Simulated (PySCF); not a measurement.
**SMILES [CH3+], [CH$_{3}$]+, charge +1**

Geometry:
```json
{"atom": "C1", "x (Å)": "0.011", "y (Å)": "-0.002", "z (Å)": "0.017"}
{"atom": "H2", "x (Å)": "1.106", "y (Å)": "-0.140", "z (Å)": "-0.029"}
{"atom": "H3", "x (Å)": "-0.657", "y (Å)": "-0.715", "z (Å)": "-0.498"}
{"atom": "H4", "x (Å)": "-0.416", "y (Å)": "0.849", "z (Å)": "0.576"}
```

Total charge +1.

Method used: GIAO LDA/aug-cc-pVDZ magnetisability, rotational g tensor and spin-rotation constants, non-relativistic, gas phase (PySCF 2.14.0). Geometry: PBE0-D3(BJ)/def2-SVP.

For an ion the centre-of-mass motion in the field is neglected.

Give the nuclear spin-rotation constants along the inertial axes (H = +C I·J) beside the isotropic shieldings.

Rotational constants 274.1676, 274.1123, 137.0701 GHz. A star marks the isotopologue with that one atom substituted, in its own axes.
```tsv
atom	isotope	Caa (kHz)	Cbb (kHz)	Ccc (kHz)	mean (kHz)	σ (ppm)
H2	1H	13.272	13.269	-16.971	3.190	13.8
H3	1H	13.271	13.268	-16.970	3.189	13.8
H4	1H	13.273	13.271	-16.970	3.192	13.8
C1	13C*	303.701	303.640	14.430	207.257	-251.8
```
Where two moments of inertia are equal or nearly so, the constants along those axes are given as their average.
For the geometry as given, no vibrational averaging.
